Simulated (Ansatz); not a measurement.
A nudged elastic band was laid between two geometries of C3H4O2 (9 atoms, charge 0, multiplicity 1).

All numbers below come from Ansatz 0.2.0, RKS revPBE/def2-SVP.

```yaml
movable_images: 9
climbing_image: yes
spring: 5.0 eV/Å²
optimiser: quadratic models (default)
start_path: through a guess of the saddle point
force_threshold: 0.05 eV/Å
iteration_limit: 41
end_points: relaxed
```

Image 0:

```xyz
9
Properties=species:S:1:pos:R:3
C -0.016 -0.988 -0.657
C 0.485 -0.043 0.413
O 1.435 -0.256 1.155
C -0.274 1.302 0.574
O -1.228 1.631 -0.104
H -1.077 -1.253 -0.464
H 0.607 -1.900 -0.684
H -0.006 -0.484 -1.647
H 0.163 1.945 1.396
```

Image 10:

```xyz
9
Properties=species:S:1:pos:R:3
C -0.066 -1.008 -0.622
C 0.274 -0.126 0.560
O 0.792 -0.509 1.600
C -0.066 1.384 0.430
O -0.572 1.884 -0.556
H 0.240 -2.050 -0.421
H 0.432 -0.628 -1.539
H -1.157 -0.961 -0.828
H 0.213 1.967 1.359
```

Task: Which bonds break or form, and what moves?

Result: No bond is made or broken. The dihedral H7–C1–C2–O3 goes from -1 to -123°. The two ends are copies of one structure, up to a mirror image or an exchange of like atoms.

Task: What energy profile does the band end with?

Result: It converged. The highest image is number 5 of 0 to 10, 0.021 eV above the ends, which have the same energy within 2 meV. A vibrational analysis at the climbing image gives one clearly imaginary mode, 99i cm⁻¹: a first-order saddle point.

| image | path coordinate (Å) | energy (eV) | dihedral H7–C1–C2–O3 (°) |
| --- | --- | --- | --- |
| 0 | 0.00 | 0.000 | -1 |
| 1 | 0.32 | 0.002 | -12 |
| 2 | 0.63 | 0.006 | -23 |
| 3 | 0.95 | 0.013 | -34 |
| 4 | 1.26 | 0.019 | -46 |
| 5 | 1.58 | 0.021 | -59 |
| 6 | 1.90 | 0.018 | -72 |
| 7 | 2.22 | 0.012 | -85 |
| 8 | 2.54 | 0.005 | -98 |
| 9 | 2.86 | 0.001 | -111 |
| 10 | 3.18 | 0.000 | -123 |

Task: What is the geometry of the highest image?

Result: 
```xyz
9
Properties=species:S:1:pos:R:3
C -0.070 -0.995 -0.643
C 0.342 -0.095 0.506
O 1.026 -0.446 1.458
C -0.138 1.384 0.470
O -0.811 1.864 -0.421
H -0.622 -1.870 -0.240
H 0.840 -1.395 -1.136
H -0.694 -0.461 -1.382
H 0.215 1.967 1.372
```

Time of the run: 3.4 min on 1 thread of Intel(R) Xeon(R) Platinum 8259CL CPU @ 2.50GHz (Skylake/Cascade Lake), on a shared host, peak memory 0.14 GiB.
